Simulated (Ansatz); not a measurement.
We consider hcp Os, described by HSE06 (PAW; Ansatz, an electronic-structure program).

Numerical settings: plane-wave cutoff 500 eV, 12×12×1 k mesh (along the axes of the cell as run), Fermi–Dirac smearing 0.1 eV, scalar-relativistic PAW data made under PBE.

The cell is the one relaxed with r²SCAN.

Question: What does this level give for the surface energy of the (0001) face and work function of the (0001) face?

Answer: 
surface energy of the (0001) face: 3.39 J/m²
work function of the (0001) face: 5.46 eV

Note: exact exchange on metals is sensitive to the k mesh and can open a false gap.

The slab of 6 atoms is relaxed and unreconstructed.

Spin–orbit coupling is not included.

Static lattice: no zero-point or thermal effects.
